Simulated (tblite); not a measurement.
Run record: molecular-dynamics run, `O=[PH2][O-]`.

Computed with GFN2-xTB (tblite), gas phase: Langevin dynamics at 400 K from the optimised GFN2-xTB geometry, time step 0.5 fs, friction 0.01 fs⁻¹, 2000 steps. The input is one job of a driver script: a line of settings, then coordinates in Å. «temperature» is in K, «steps» counts time steps and «every» is the stride of the printed frames; «frames» go on to single points.

Command:
```bash
OMP_NUM_THREADS=1 python probes_run.py task.json out
```

Input:
```
{"job": {"kind": "md", "xc": "GFN2-xTB", "basis": "xTB", "temperature": 400, "steps": 2000, "every": 50, "frames": 5}, "charge": -1, "multiplicity": 1}
O     -0.748185     1.321988     0.003820
P      0.036893     0.069302    -0.005553
O      1.511459     0.161897    -0.059537
H     -0.358676    -0.759932     1.066346
H     -0.432869    -0.790402    -1.022261
```

Output:
```
t/fs     T/K      E/eV
    0.0   155.2   -326.32736
   25.0   224.9   -326.27951
   50.0   250.2   -326.22958
   75.0   371.2   -326.23419
  100.0   405.0   -326.21365
  125.0   255.1   -326.08518
  150.0   264.0   -326.22498
  175.0   416.9   -326.24040
  200.0   273.7   -326.14468
  225.0   320.4   -326.19087
  250.0   348.3   -326.25137
  275.0   316.6   -326.23683
  300.0   257.6   -326.14948
  325.0   268.4   -326.23545
  350.0   263.4   -326.19814
  375.0   200.3   -326.24560
  400.0   204.5   -326.24214
  425.0   167.4   -326.22926
  450.0   379.0   -326.24385
  475.0   372.6   -326.28401
  500.0   295.8   -326.24519
  525.0   449.7   -326.20451
  550.0   367.6   -326.09896
  575.0   638.6   -326.20225
  600.0   721.6   -326.22074
  625.0   609.9   -326.14975
  650.0   543.7   -326.17309
  675.0   556.8   -326.14773
  700.0   754.4   -326.24067
  725.0   633.3   -326.19084
  750.0   502.5   -326.16952
  775.0   479.2   -326.12790
  800.0   230.4   -326.04075
  825.0   366.2   -326.01859
  850.0   622.3   -326.19537
  875.0   719.3   -326.18059
  900.0   456.1   -326.15165
  925.0   467.0   -326.21245
  950.0   399.1   -326.20768
  975.0   442.2   -326.18443
 1000.0   509.1   -326.19524
```

E is the potential energy; T comes from the kinetic energy over all 3N coordinates.

Problem. Sum up the printed frames.

Solution. 41 frames over 1000 fs. T runs from 155 K (0 fs) to 754 K (700 fs), with a mean of 402 K over all frames and 513 K from 500 fs on. E starts at -326.327 eV, peaks 0.309 eV above that at 825 fs, and averages 0.158 eV above it from 500 fs on.

Problem. Give the last frame.

Solution. 0.06 Å rms from the start after alignment:
```
atom  x, y, z in Å  |  force x, y, z in eV/Å
O1     -0.716    0.664   -0.993   -0.158   0.064   0.705
P2     -0.316   -0.756   -0.995    0.215  -1.343  -1.805
O3     -0.716   -1.520   -2.239    0.561   0.577   1.554
H4      1.121   -0.832   -0.792   -0.667  -0.079  -0.017
H5     -0.664   -1.570    0.163    0.049   0.781  -0.437
```

On one thread, Intel Xeon Platinum 8488C (x86_64), shared host with 192 logical CPUs at a one-minute load of 34, this took 3.5 s of wall time and 0.18 GiB of memory at its peak.
